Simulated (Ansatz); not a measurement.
CHCl2F: where a starting geometry ends

The starting geometry of this gas-phase triplet was optimised with GFN2-xTB as a singlet; its bonds are those of `FC(Cl)Cl`.

```yaml
atoms:
  - { symbol: C, position_ang: [-0.9381, 0.0717, -0.5147] }
  - { symbol: Cl, position_ang: [0.1963, -0.4963, -1.7532] }
  - { symbol: Cl, position_ang: [-1.5737, -1.2890, 0.4277] }
  - { symbol: F, position_ang: [-1.9578, 0.7068, -1.1113] }
  - { symbol: H, position_ang: [-0.4295, 0.7751, 0.1538] }
```

Task: Where would you expect an optimisation with PBE0-D3(BJ)/def2-SVP to take it?

Result: It falls apart into CHClF + Cl. Contacts that open: C1–Cl2 (1.77 → 3.26 Å).

The energy falls by 3.65 eV over 30 steps:

```
step  E − E(last) (eV)
   1             3.652
   4             1.856
   7             0.367
  11             0.069
  14             0.067
  17             0.061
  20             0.045
  24             0.005
  27             0.000
  30             0.000
```

Final geometry (Å):

```yaml
atoms:
  - { symbol: C, position_ang: [-1.4544, 0.4852, -0.5672] }
  - { symbol: Cl, position_ang: [1.0635, -1.4333, -1.3330] }
  - { symbol: Cl, position_ang: [-1.5986, -1.2380, -0.5605] }
  - { symbol: F, position_ang: [-2.2902, 1.0986, 0.2370] }
  - { symbol: H, position_ang: [-0.4230, 0.8560, -0.5740] }
```

The end wasn't checked by frequencies. Open shells are spin-unrestricted. The triplet needn't be the ground state. Run with Ansatz 0.2.0, 6.6 min on 1 thread of AMD EPYC (Zen 3), on a shared host.
